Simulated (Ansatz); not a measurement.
Cost and result up the ladder for Na3 (the lowest doublet isomer of a short search) (3 atoms). Total charge 0; doublet. Geometry: B3LYP/def2-TZVP.

```xyz
3

Na    1.829   -0.798    1.455
Na    0.332   -0.395   -1.372
Na   -2.161    1.193   -0.082
```

Ansatz on 2 threads of Arm Neoverse V1 on a shared host. Times are rough, summed over both states, and most runs start from the orbitals of an earlier one. ωB97M-V/def2-TZVP serves as the yardstick here, not as an exact answer. The other state is a quartet at its own geometry, which has other bonds, so the gap mixes isomer and spin.

B3LYP takes the VWN-RPA correlation. HSE06 is defined as in plane-wave codes, on full-range PBE exchange. Correlated methods freeze 3 core orbitals; core or outer-core shells of Na are correlated, in sets that lack core-valence functions. In the quartet geometry the species has come apart into loosely held pieces. The structure comes from a short search, and lower isomers may exist.

Run but left out: HF/STO-3G, MP2/def2-TZVP, MP2/def2-TZVPP, MP2/def2-QZVPP (doublet: ⟨S²⟩ 0.94 to 1.54, where a pure state has 0.75).

Correlated methods converge slowly with the basis.

| level | functions | wall time | quartet − doublet (eV) | difference from ωB97M-V/def2-TZVP (eV) | remarks |
| --- | --- | --- | --- | --- | --- |
| LDA (SPW92)/def2-TZVP | 96 | 1.8 s | 1.19 | 0.21 | – |
| PBE/def2-TZVP (with forces) | 96 | 3.7 s | 1.09 | 0.12 | – |
| BLYP/def2-TZVP | 96 | 4.3 s | 1.04 | 0.07 | – |
| BHLYP/def2-TZVP | 96 | 4.3 s | 0.93 | -0.04 | – |
| HSE06/def2-TZVP | 96 | 4.4 s | 1.00 | 0.03 | – |
| B3LYP/def2-TZVP | 96 | 4.6 s | 1.00 | 0.03 | – |
| RPA@PBE/def2-TZVP | 96 | 4.8 s | 0.81 | -0.16 | – |
| PBE-QIDH/def2-TZVP | 96 | 5.6 s | 0.86 | -0.11 | spin-contaminated (⟨S²⟩ 0.84) (doublet) |
| r2SCAN/def2-TZVP | 96 | 8.8 s | 0.91 | -0.06 | – |
| r2SCAN0/def2-TZVP | 96 | 9.4 s | 0.91 | -0.07 | – |
| PBE0/def2-TZVP (with forces) | 96 | 9.7 s | 0.99 | 0.02 | – |
| ωB97X-V/def2-TZVP | 96 | 15 s | 0.92 | -0.05 | – |
| B97M-V/def2-TZVP | 96 | 17 s | 1.01 | 0.04 | – |
| ωB97M-V/def2-TZVP | 96 | 21 s | 0.97 | 0.00 | – |
